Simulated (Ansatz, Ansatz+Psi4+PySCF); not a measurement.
```xyz
2

N     0.0000    0.0000    0.5650
N     0.0000    0.0000   -0.5650
```

Basis set: cc-pVTZ (spherical functions). Correlated methods keep 2 orbitals frozen. Charge 0, multiplicity 1.

Computed with Ansatz (development build ahead of 0.2.0); free ground-state atoms in the same class of orbitals, no zero-point energy, no relativity.

The atomization energy of singlet N₂ from measured heats of formation, zero-point and thermal terms removed is 9.908 eV (G2/97 set, Curtiss et al., J. Chem. Phys. 106, 1063 (1997), as shipped with ASE); it holds spin-orbit and other relativistic effects.

Question: How far do RHF-CCSD(T), RHF-CCSD, UHF-MP2, RHF-MP2, UHF miss it in this basis?

Answer:

| method | atomization energy (eV) | computed − measured (eV) |
| --- | --- | --- |
| RHF-CCSD(T) | 9.337 | -0.571 |
| RHF-CCSD | 8.925 | -0.983 |
| UHF-MP2 | 9.903 | -0.005 |
| RHF-MP2 | 9.924 | 0.016 |
| UHF | 4.708 | -5.200 |
